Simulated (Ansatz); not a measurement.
C₃H₃F₂N, SMILES `FCC1(F)C=N1`, relaxed with RKS PBE0-D4/def2-TZVP in the Gaussian-basis code of Ansatz from a PBE-D4/def2-SVP geometry. The force threshold is 0.005 eV/Å; the program also tests the step.

The species carries charge 0 and has multiplicity 1.

Start:

```xyz
9

F     1.930   -0.649   -0.192
C     0.785   -0.156   -0.796
C    -0.403   -0.275    0.118
F    -0.851   -1.569    0.211
C    -0.777    0.642    1.162
N    -1.478    0.775    0.101
H     0.937    0.913   -1.062
H     0.587   -0.737   -1.725
H    -0.731    1.055    2.183
```

(1) By how much does the energy fall, and how many steps does the optimiser take? (Best estimate.)

(2) Which bonds change most? (An estimate is asked.)

(3) Give the relaxed structure. (Estimate.)

Answers

(1) Ansatz gave: 1.27 kcal/mol, in 10 steps, 1 of them rejected.

(2) The calculation gave: C3–N6 from 1.503 to 1.476 Å; C5–N6 from 1.278 to 1.258 Å; C5–H9 from 1.102 to 1.082 Å; C2–H8 from 1.113 to 1.094 Å.

(3) Computed: 
```xyz
9

F     1.907   -0.669   -0.212
C     0.771   -0.149   -0.795
C    -0.395   -0.268    0.126
F    -0.827   -1.557    0.228
C    -0.779    0.643    1.149
N    -1.465    0.748    0.099
H     0.948    0.903   -1.029
H     0.575   -0.707   -1.715
H    -0.736    1.057    2.148
```
